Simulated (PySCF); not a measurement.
# One shape, several levels: doublet [SiH3]2+

Wanted: a comparison of 6 runs (U-r2SCAN/6-31G*, U-wB97X-V/6-31G*, UB3LYP/6-31G*, UM06-2X/6-31G*, NEVPT2(3,3)/6-31G*, NEVPT2(5,7)/6-31G*) of doublet [SiH3]2+. 

The results are computed with PySCF 2.14.0.

4 further runs of the same task are left out: 4 set aside as unsound or not needed.

### Step 1. The structure to begin with

The species is [SiH3]2+ (4 atoms), meant as a doublet with charge +2. As SMILES of the parent species, `[SiH3+]`. The coordinates come from a PBE0-D4/def2-TZVP relaxation. That shape belongs to the parent species and isn't relaxed for this state.

Bond lengths: Si1–H2 1.472 Å, Si1–H3 1.472 Å, Si1–H4 1.472 Å. Angles: H2–Si1–H3 120.0°, H2–Si1–H4 120.0°, H3–Si1–H4 120.0°.

### Step 2. A single-point energy at U-r2SCAN/6-31G(d) (spherical functions) (run 1)

The input, run.py:

```python
from pyscf import gto, dft

molecule = gto.Mole()
molecule.atom = [
    ('Si', (-0.000000, -0.000000, 0.000000)),
    ('H', (0.686900, 0.675400, 1.113000)),
    ('H', (-0.118400, -1.467200, -0.009900)),
    ('H', (-0.568500, 0.791700, -1.103100)),
]
molecule.spin = 1
molecule.charge = 2
molecule.basis = '6-31g*'
molecule.max_memory = 1860
molecule.verbose = 3
molecule.build()

myscf = dft.UKS(molecule, xc='r2scan')
myscf.conv_tol = 1e-10
myscf.grids.level = 5
myscf.kernel()
if not myscf.converged:
    myscf = myscf.newton().run(myscf.mo_coeff, myscf.mo_occ)

etot = myscf.e_tot
print('Final energy', etot)
```

On the command line:

```
OMP_NUM_THREADS=1 python run.py
```

The program printed:

```text
converged SCF energy = -290.110419109873  <S^2> = 0.76077455  2S+1 = 2.0107457
Final energy -290.1104191098729
```

Run time: 7.2 s. Hardware: 1 thread of Arm Neoverse V1, shared host; peak memory 0.22 GiB.

### Step 3. A single-point energy at U-wB97X-V/6-31G(d) (spherical functions) (run 2)

The input, input.py:

```python
from pyscf import gto, dft

mol = gto.M(
    atom=[
    ('Si', (-0.000000, -0.000000, 0.000000)),
    ('H', (0.686900, 0.675400, 1.113000)),
    ('H', (-0.118400, -1.467200, -0.009900)),
    ('H', (-0.568500, 0.791700, -1.103100)),
],
    max_memory=1860,
    charge=2,
    spin=1,
    verbose=4,
    basis='6-31g*',
)

myscf = dft.UKS(mol)
myscf.xc = 'wb97x-v'
myscf.nlcgrids.level = 1
myscf.grids.level = 5
myscf.conv_tol = 1e-10
myscf.kernel()
if not myscf.converged:
    myscf = myscf.newton().run(myscf.mo_coeff, myscf.mo_occ)

energy = myscf.e_tot
print(f'total energy: {energy:.8f} hartree')
```

On the command line:

```
OMP_NUM_THREADS=1 python input.py
```

The program printed:

```text
PySCF version 2.14.0

[INPUT] num. atoms = 4
[INPUT] num. electrons = 15
[INPUT] charge = 2
[INPUT] spin (= nelec alpha-beta = 2S) = 1
[INPUT] symmetry False subgroup None
[INPUT] Mole.unit = angstrom
[INPUT] Symbol           X                Y                Z      unit          X                Y                Z       unit  Magmom
[INPUT]  1 Si     0.000000000000   0.000000000000   0.000000000000 AA    0.000000000000   0.000000000000   0.000000000000 Bohr   0.0
[INPUT]  2 H      0.686900000000   0.675400000000   1.113000000000 AA    1.298052874964   1.276321024531   2.103265176641 Bohr   0.0
[INPUT]  3 H     -0.118400000000  -1.467200000000  -0.009900000000 AA   -0.223743573149  -2.772606169962  -0.018708288633 Bohr   0.0
[INPUT]  4 H     -0.568500000000   0.791700000000  -1.103100000000 AA   -1.074309301815   1.496096172818  -2.084556888008 Bohr   0.0

nuclear repulsion = 15.7214500944607
number of shells = 14
number of NR pGTOs = 63
number of NR cGTOs = 24
basis = 6-31g*
ecp = {}

[... 44 lines left out ...]
WARN: beta  nocc = 7  HOMO -0.416657122851842 >= LUMO -0.416646894023885
[... 58 lines left out ...]
converged SCF energy = -290.090188973133  <S^2> = 0.75893709  2S+1 = 2.0089172
total energy: -290.09018897 hartree
```

It took 15 s on 1 thread of Arm Neoverse V1, shared host; peak memory 0.2 GiB.

Runs 3 to 5 aren't shown in full; the table further down has their settings and results.

### Step 4. The energy at NEVPT2(5,7)/6-31G(d) (spherical functions) (run 6)

The input, job.py:

```python
import numpy
from pyscf import gto, scf, mp, mcscf, mrpt

mol = gto.Mole()
mol.atom = 'Si -0.000000 -0.000000 0.000000; H 0.686900 0.675400 1.113000; H -0.118400 -1.467200 -0.009900; H -0.568500 0.791700 -1.103100'
mol.max_memory = 1860
mol.verbose = 3
mol.spin = 1
mol.basis = '6-31g*'
mol.charge = 2
mol.build()

mf = scf.ROHF(mol)
mf.conv_tol = 1e-10
mf.kernel()
if not mf.converged:
    mf = mf.newton().run(mf.mo_coeff, mf.mo_occ)

pt = mp.MP2(scf.addons.convert_to_uhf(mf)).run()
noons, natorbs = mcscf.addons.make_natural_orbitals(pt)
print('natural occupations', numpy.round(noons[:40], 4))
cas = mcscf.CASSCF(mf, 7, 5)
cas.fix_spin_(ss=0.75)
cas.natorb = True
cas.kernel(natorbs)
e_pt2 = mrpt.NEVPT(cas).kernel()
e_final = cas.e_tot + e_pt2
print(f'total energy: {e_final:.8f} hartree')
```

On the command line:

```
OMP_NUM_THREADS=1 python job.py
```

The program printed:

```text
converged SCF energy = -289.580755825883
E(UMP2) = -289.63665202515  E_corr = -0.055896199267935
E(SCS-UMP2) = -289.643171131441  E_corr = -0.0624153055581319
natural occupations [2.0000e+00 1.9999e+00 1.9997e+00 1.9996e+00 1.9996e+00 1.9791e+00
 1.9761e+00 1.0004e+00 1.1700e-02 9.8000e-03 6.1000e-03 5.1000e-03
 3.2000e-03 3.0000e-03 2.1000e-03 1.2000e-03 1.0000e-03 1.0000e-03
 6.0000e-04 4.0000e-04 1.0000e-04 1.0000e-04 1.0000e-04 1.0000e-04]
CASSCF energy = -289.632335086854
CASCI E = -289.632335086854  E(CI) = -9.41613840086512  S^2 = 0.7500000
Sr    (-1)',   E = -0.01221236966356
Si    (+1)',   E = -0.00036527120737
Sijrs (0)  ,   E = -0.00059010116393
Sijr  (+1) ,   E = -0.00145851268162
Srsi  (-1) ,   E = -0.00091268672491
Srs   (-2) ,   E = -0.00632791585546
Sij   (+2) ,   E = -0.00123603903274
Sir   (0)' ,   E = -0.00140509412416
Nevpt2 Energy = -0.024507990453749
total energy: -289.65684308 hartree
```

Wall time 1.3 s (1 thread of Arm Neoverse V1, shared host); peak memory 0.12 GiB.

### Step 5. Overview of the runs

| run | level | nlc grid | integration grid | energy (Eh) | HOMO energy (eV) | LUMO energy (eV) | ⟨S²⟩ | wall time |
| --- | --- | --- | --- | --- | --- | --- | --- | --- |
| 1 | U-r2SCAN/6-31G* (spherical functions) | – | 5 | -290.110419 | -24.68 | -24.41 | 0.761 | 7.2 s |
| 2 | U-wB97X-V/6-31G* (spherical functions) | 1 | 5 | -290.090189 | -27.97 | -21.58 | 0.759 | 15 s |
| 3 | UB3LYP/6-31G* (spherical functions) | – | 5 | -290.165666 | -25.40 | -24.07 | 0.758 | 4.2 s |
| 4 | UM06-2X/6-31G* (spherical functions) | – | 5 | -290.108023 | -26.66 | -22.86 | 0.758 | 7.2 s |
| 5 | NEVPT2(3,3)/6-31G* (spherical functions) | – | – | -289.646311 | – | – | – | 0.95 s |
| 6 | NEVPT2(5,7)/6-31G* (spherical functions) | – | – | -289.656843 | – | – | – | 1.3 s |

### Step 6. Outcome

| quantity | value |
| --- | --- |
| run 6: total energy | -289.65684 Eh |

In words: Totals of different functionals can't be ranked against each other. All runs together took 36 s, the longest 15 s.
